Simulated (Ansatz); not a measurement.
**B₂H₂ (singlet): wave-function methods side by side, 6-31G**

Aim: climb from Hartree-Fock through coupled cluster and multireference methods for B₂H₂ (singlet) at one geometry and basis, and see what each rung misses.

Computed with Ansatz 0.2.0, Gaussian basis. Level: 6-31G, core rule «outside noble gas», up to 2 orbitals frozen.

The runs, in order: UHF; CCSD(T) on RHF; CCSD(T) on UHF; BCCD(T) on RHF; CISD; CCSDT(Q) on RHF; CCSDT(Q) on UHF; CISDTQ; CCSDTQ on RHF; CASSCF and MRCISD+Q, 8 electrons in 10 orbitals; CASSCF and NEVPT2, 8 electrons in 10 orbitals; Full CI.

14 further runs of the same task are left out: 3 that didn't finish, 11 set aside as unsound or not needed.

### Step 1. The geometry

The geometry is a PBE0/def2-TZVP stationary point (not a proven minimum).

4 atoms, charge 0, spin multiplicity 1.

Atoms are counted from 1 here; the program's logs count them from 0.

Bond lengths: B1–B2 1.762 Å, B1–H3 1.199 Å, B1–H4 1.199 Å. Angles: B2–B1–H3 121.3°, B2–B1–H4 121.3°, H3–B1–H4 117.3°.

### Step 2. UHF

File in.yaml:

```yaml
crystal:
  periodic: [false, false, false]
  atoms:
    - {symbol: B, position_ang: [0.000000, 0.000000, 0.752901]}
    - {symbol: B, position_ang: [0.000000, 0.000000, -1.009563]}
    - {symbol: H, position_ang: [0.000000, 1.023985, 1.376457]}
    - {symbol: H, position_ang: [0.000000, -1.023985, 1.376457]}
basis:
  gaussian: {orbitals: 6-31G}
magnetization: {spin_polarized: true, initial_magnetization: 0}
hamiltonian: {xc: hf}
output: {orbitals: {seedname: orbitals}}
```

Launch:

```
$ ansatz run in.yaml --threads 1 --pin off --events-out ev --progress --plain --max-ram 2393MiB
```

The runs that follow: CCSD(T) on RHF; CCSD(T) on UHF; BCCD(T) on RHF; CISD; CCSDT(Q) on RHF; CCSDT(Q) on UHF; CISDTQ; CCSDTQ on RHF; CASSCF and MRCISD+Q, 8 electrons in 10 orbitals; CASSCF and NEVPT2, 8 electrons in 10 orbitals; Full CI.

Q: Predict the results of all the runs planned. Wanted: FCI below the RHF energy; RMP2 from FCI; RCCSD from FCI; RCCSD(T) from FCI; RCCSDT(Q) from FCI; NEVPT2 valence from FCI; MRCISD+Q valence from FCI; T1 diagnostic; effectively unpaired electrons.

The runs gave:

| quantity | value |
| --- | --- |
| FCI below the RHF energy | -3.2886 eV |
| RMP2 from FCI | +1041.3 meV |
| RCCSD from FCI | +87.3 meV |
| RCCSD(T) from FCI | +26.5 meV |
| RCCSDT(Q) from FCI | +2.5 meV |
| NEVPT2 valence from FCI | +252.1 meV |
| MRCISD+Q valence from FCI | +4.1 meV |
| levels within 1 kcal/mol (43 meV) | RCCSD(T), BCCD(T), RCCSDT, CISDTQ, RCCSDT(Q), RCCSDTQ, MRCISD valence, MRCISD+Q valence |
| T1 diagnostic | 0.011 |
| effectively unpaired electrons | 0.17 |

RCCSD(T) misses by +26.5 meV, 0.8 % of the correlation energy. One determinant dominates. Of the multireference levels listed MRCISD+Q valence comes nearest in total energy (+4.1 meV), which doesn't show that its space is the better one. These misses are within one basis, not against nature.
